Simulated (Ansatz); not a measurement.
**C6H12: one species, many methods**

The task here is to estimate one member of a computed series from the others.

The runs use Ansatz 0.2.0, Gaussian basis; functionals in def2-TZVPP, the program's frozen cores in correlated methods.

Levels to be run: LDA (SPW92), PBE-D4, revPBE-D4, BLYP-D4, r2SCAN-D4, B97M-V, PBE0-D4, B3LYP-D4, r2SCANh-D4, r2SCAN0-D4, HSE06-D4, BHLYP-D4, CAM-B3LYP-D4, LC-ωPBE, ωB97X-V, ωB97M-V, B2PLYP, PBE-QIDH; CCSD(T)/def2-SVP; CCSD(T)/def2-TZVPP; MP2/def2-QZVPP; extrapolation to the limit; RPA on PBE.

**The geometry**

All runs share one geometry, relaxed beforehand with PBE0-D4 in a triple-zeta def2 set.

SMILES `C=CC(C)(C)C`, 18 atoms, charge 0, spin multiplicity 1.

Atoms are counted from 1 here; the program's logs count them from 0.

Bond lengths: C1–C2 1.325 Å, C1–H7 1.084 Å, C1–H8 1.084 Å, C2–C3 1.504 Å, C2–H9 1.090 Å, C3–C4 1.532 Å, C3–C5 1.532 Å, C3–C6 1.522 Å, C4–H10 1.093 Å, C4–H11 1.094 Å, C4–H12 1.093 Å, C5–H13 1.093 Å, C5–H14 1.094 Å, C5–H15 1.093 Å, C6–H16 1.093 Å, C6–H17 1.093 Å, C6–H18 1.093 Å. Angles: C2–C1–H7 121.0°, C2–C1–H8 122.3°, H7–C1–H8 116.7°, C1–C2–C3 127.5°, C1–C2–H9 118.4°, C3–C2–H9 114.1°, C2–C3–C4 108.1°, C2–C3–C5 108.2°, C2–C3–C6 112.5°, C4–C3–C5 109.0°, C4–C3–C6 109.5°, C5–C3–C6 109.5°, C3–C4–H10 111.1°, C3–C4–H11 110.5°, C3–C4–H12 110.9°, H10–C4–H11 107.9°, H10–C4–H12 108.0°, H11–C4–H12 108.3° and more.

Set-up of the first run:

Input file in.yaml:

```yaml
crystal:
  periodic: [false, false, false]
  atoms:
    - {symbol: C, position_ang: [1.144300, -1.346938, 1.457553]}
    - {symbol: C, position_ang: [1.092808, -0.301105, 0.645239]}
    - {symbol: C, position_ang: [-0.085026, 0.175066, -0.160407]}
    - {symbol: C, position_ang: [0.313041, 0.164260, -1.639291]}
    - {symbol: C, position_ang: [-0.400510, 1.613626, 0.259762]}
    - {symbol: C, position_ang: [-1.317490, -0.695441, 0.040866]}
    - {symbol: H, position_ang: [2.055062, -1.596084, 1.989654]}
    - {symbol: H, position_ang: [0.289934, -1.993041, 1.625344]}
    - {symbol: H, position_ang: [1.990024, 0.305954, 0.523112]}
    - {symbol: H, position_ang: [1.199234, 0.780763, -1.812705]}
    - {symbol: H, position_ang: [-0.498100, 0.560062, -2.256992]}
    - {symbol: H, position_ang: [0.536977, -0.850665, -1.976074]}
    - {symbol: H, position_ang: [0.469969, 2.261927, 0.127561]}
    - {symbol: H, position_ang: [-1.216595, 2.018904, -0.345150]}
    - {symbol: H, position_ang: [-0.697526, 1.657689, 1.310233]}
    - {symbol: H, position_ang: [-2.147582, -0.315389, -0.559946]}
    - {symbol: H, position_ang: [-1.635976, -0.700027, 1.086247]}
    - {symbol: H, position_ang: [-1.130148, -1.728263, -0.263203]}
basis:
  gaussian: {orbitals: def2-TZVPP}
hamiltonian: {xc: lda}
output: {orbitals: {seedname: orbitals}}
```

The run is started by

```sh
$ ansatz run in.yaml --threads 2 --pin off --events-out ev --progress --plain --max-ram 22528MiB --backend cuda --devices 0, --max-vram 18GiB
```

Steps of the session up to this table: LDA; PBE-D4 (GGA); revPBE-D4 (GGA); BLYP-D4 (GGA); r2SCAN-D4 (meta-GGA); B97M-V (meta-GGA); B3LYP-D4 (hybrid); r2SCANh-D4 (hybrid); r2SCAN0-D4 (hybrid); HSE06-D4 (hybrid); BHLYP-D4 (hybrid); CAM-B3LYP-D4 (range-separated); LC-ωPBE (range-separated); ωB97X-V (range-separated); ωB97M-V (range-separated); B2PLYP (double hybrid); PBE-QIDH (double hybrid).

One table of the session follows, with a row left open; its other results are not shown here.

It belongs to the step «Orbital energies across the functionals». 

```
  functional  HOMO (eV)  LUMO (eV)  gap (eV)
 LDA (SPW92)      -6.45      -0.83      5.62
      PBE-D4      -6.26      -0.59      5.67
   revPBE-D4      -6.18      -0.50      5.69
     BLYP-D4      -6.10      -0.46      5.63
   r2SCAN-D4      -6.45      -0.34      6.11
      B97M-V      -6.48      -0.32      6.17
     PBE0-D4      -7.38       0.45      7.83
    B3LYP-D4      -7.15       0.21      7.36
  r2SCANh-D4      -6.88       0.04      6.92
  r2SCAN0-D4      -7.51       0.60      8.11
    HSE06-D4          ?          ?         ?
    BHLYP-D4      -8.34       1.56      9.90
CAM-B3LYP-D4      -8.72       1.59     10.31
     LC-ωPBE     -10.13       2.79     12.92
     ωB97X-V      -9.74       2.68     12.42
     ωB97M-V      -9.65       2.51     12.16
```

Q: Estimate the row for HSE06-D4 from the others.

**Answer.** HOMO (eV): -6.97; LUMO (eV): 0.07; gap (eV): 7.04. In the column «HOMO (eV)» it lies between B3LYP-D4 (-7.15) and r2SCANh-D4 (-6.88).
